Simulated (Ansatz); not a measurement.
# CH2Si: the cost of one run

Computed with Ansatz 0.2.0, Gaussian basis. Level: def2-QZVPP, core rule «outside noble gas», up to 6 orbitals frozen.

To be run: UHF; ROHF; CCSD(T) on UHF.

2 further runs of the same task are left out: 2 set aside as unsound or not needed.

### 1 The system

The geometry is a PBE0/def2-TZVP stationary point (not a proven minimum) of the parent state, kept for this charge and spin.

4 atoms, charge 1, spin multiplicity 2.

Atoms are counted from 1 here; the program's logs count them from 0.

Bond lengths: Si1–C2 1.865 Å, C2–H3 1.091 Å, C2–H4 1.091 Å. Angles: Si1–C2–H3 123.8°, Si1–C2–H4 123.8°, H3–C2–H4 112.4°.

### 2 UHF

in.yaml reads:

```yaml
crystal:
  periodic: [false, false, false]
  atoms:
    - {symbol: Si, position_ang: [0.000000, 0.000000, 0.650177]}
    - {symbol: C, position_ang: [0.000000, 0.000000, -1.214577]}
    - {symbol: H, position_ang: [0.000000, -0.906814, -1.821841]}
    - {symbol: H, position_ang: [0.000000, 0.906814, -1.821841]}
basis:
  gaussian: {orbitals: "def2-QZVPP.json"}
total_charge: 1
magnetization: {spin_polarized: true, initial_magnetization: 1}
hamiltonian: {xc: hf}
output: {orbitals: {seedname: orbitals}}
```

Launch:

```console
$ ansatz run in.yaml --threads 1 --pin off --events-out ev --progress --plain --max-ram 2560MiB --backend cpu
```

Q: Estimate wall time and peak memory on 1 thread of AMD EPYC 7R13, shared host.

About 15 s, with a peak of 0.4 GiB.
